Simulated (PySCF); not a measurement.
Species: C4H7O2 (charge +1).
Structure used (PBE0-D3(BJ)/def2-SVP), in Å, numbered top down from 1:
```xyz
13
C4H7O2 angstrom
C      2.363   -0.580    0.146
C      0.970   -0.133    0.113
O      0.055   -0.795   -0.481
C     -1.220   -0.102   -0.350
C     -0.827    1.168    0.414
O      0.593    0.959    0.659
H      2.906   -0.055   -0.660
H      2.826   -0.295    1.100
H      2.422   -1.660   -0.033
H     -1.602    0.072   -1.363
H     -1.895   -0.774    0.195
H     -0.921    2.096   -0.164
H     -1.313    1.283    1.390
```

Linear response at PBE0/def2-SVPD (PySCF, frozen core in the response, non-relativistic).

Static isotropic polarisability: 47.91 au (7.10 Å³), principal values 37.6, 46.2, 59.9 au.

Problem. What is the polarisability at 1064 nm and at the sodium D line?

Solution. 48.20 au at 1064 nm (+0.6 %), 48.87 au at 589.3 nm (+2.0 %). The rise at 589.3 nm is 3.35 times that at 1064 nm; a pure ω² law gives 3.26. The lowest singlet lies at 180 nm, shorter than both wavelengths.

Problem. What is the isotropic C6 coefficient between two such ions, C6 = (3/π)∫α(iω)² dω?

Solution. 1131 au (Eh·bohr⁶) by a ten-point quadrature over imaginary frequencies, which is 676 eV·Å⁶ or 65.2 J·nm⁶/mol.

Problem. Which effective excitation energy ω̄ makes London's formula C6 = (3/4)α²ω̄ exact here?

Solution. ω̄ = 4·C6/(3α²) = 0.657 Eh = 17.9 eV. A one-pole form α(ω) = α/(1 − ω²/ω̄²) fitted to the 1064 nm value gives 15.1 eV.

Problem. How many electrons N does the Slater–Kirkwood formula C6 = (3/4)·√N·α^(3/2) need to give this C6?

Solution. N = (4·C6/3)²/α³ = 20.7; the species has 46 electrons in all.

Problem. What three-body coefficient follows from the one-pole estimate C9 = (3/4)·α·C6?

Solution. 40600 au. This is an estimate from the two numbers above, not a computed integral.

Problem. What does −C6/R⁶ come to at R = 12 Å between centres?

Solution. -22 J/mol. This is the leading, orientation-averaged term; C8 and higher terms are left out. The Coulomb repulsion of the two net charges at that distance is 116 kJ/mol.

Problem. How anisotropic is the static polarisability, by Δα² = ½[(α1 − α2)² + (α2 − α3)² + (α3 − α1)²]?

Solution. Δα = 19.5 au, or 0.41 of the isotropic value.

Problem. The lowest 6 singlets have (eV, f): 6.87, 0.049; 8.12, 0.001; 8.18, 0.005; 8.57, 0.001; 8.63, 0.014; 8.66, 0.312. What share of the static polarisability do they carry in the sum over states α = Σ f/ω²?

Solution. 4.06 au, 8.5 % of α; the largest term, 3.08 au, is that of the state at 8.66 eV. Their oscillator strengths add up to 0.38. Higher states carry the rest.

Problem. What molar refraction at the D line follows from R = (4π/3)·N_A·α′, with α′ the polarisability volume?

Solution. α′ = 7.24 Å³ gives R = 18.27 cm³/mol, for isolated, non-vibrating species.
